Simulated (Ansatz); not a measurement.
A nudged elastic band was laid between two geometries of C$_{2}$H$_{5}$S (8 atoms, charge 0, multiplicity 2).

Level of theory: UKS r2SCAN-D4/STO-3G (Ansatz 0.2.0).

```json
{
 "movable images": "7",
 "climbing image": "yes",
 "spring": "5.0 eV/Å²",
 "optimiser": "quadratic models (default)",
 "start path": "through a guess of the saddle point",
 "force threshold": "0.05 eV/Å",
 "iteration limit": "60",
 "end points": "relaxed"
}
```

Initial state:

```xyz
8
Properties=species:S:1:pos:R:3
C -0.792 1.052 -0.760
S 0.894 0.640 -0.518
C 0.656 -0.875 0.475
H -1.538 0.707 -0.040
H -0.986 2.000 -1.267
H 0.087 -0.667 1.394
H 1.645 -1.261 0.756
H 0.127 -1.653 -0.096
```

Final state:

```xyz
8
Properties=species:S:1:pos:R:3
C -0.797 1.198 -0.486
S 0.888 0.794 -0.227
C 0.656 -0.882 0.460
H -0.991 2.145 -0.993
H -1.526 0.396 -0.625
H 0.094 -0.857 1.406
H 1.647 -1.314 0.655
H 0.122 -1.536 -0.246
```

Question: What changes between the two ends?

Answer: No bond is made or broken. The dihedral H5–C1–S2–C3 goes from 175 to -25°. The two ends are copies of one structure, up to a mirror image or an exchange of like atoms.

Question: Give the energies along the band, and the barrier.

Answer: The forces met the threshold. The highest image is number 4 of 0 to 8, 30.7 kJ/mol above the ends, which have the same energy within 2 meV. A vibrational analysis at the climbing image gives one clearly imaginary mode, 413i cm⁻¹: a first-order saddle point. Limits of this set-up: minimal basis.

```csv
image,path coordinate (Å),energy (kJ/mol),dihedral H5–C1–S2–C3 (°)
0,0.00,0.0,175
1,0.42,2.4,-167
2,0.84,11.7,-140
3,1.27,24.2,-114
4,1.69,30.7,-91
5,2.11,24.2,-71
6,2.54,11.6,-55
7,2.96,2.3,-41
8,3.38,0.0,-25
```

Question: What is the geometry of the highest image?

Answer: 
```xyz
8
Properties=species:S:1:pos:R:3
C -0.767 1.181 -0.563
S 0.914 0.826 -0.146
C 0.666 -0.900 0.423
H -1.460 1.622 0.165
H -1.158 1.005 -1.574
H -0.018 -0.954 1.284
H 1.645 -1.293 0.732
H 0.270 -1.544 -0.378
```

Question: What are the harmonic wavenumbers there?

Answer: 413i, 169, 254, 375, 814, 886, 1011, 1061, 1080, 1531, 1607, 1682, 1697, 3291, 3346, 3462, 3489, 3512 cm⁻¹.

Time of the run: 4.2 min on 1 thread of Intel(R) Xeon(R) Processor @ 2.50GHz (Skylake/Cascade Lake) (shared host), peak memory 0.15 GiB.
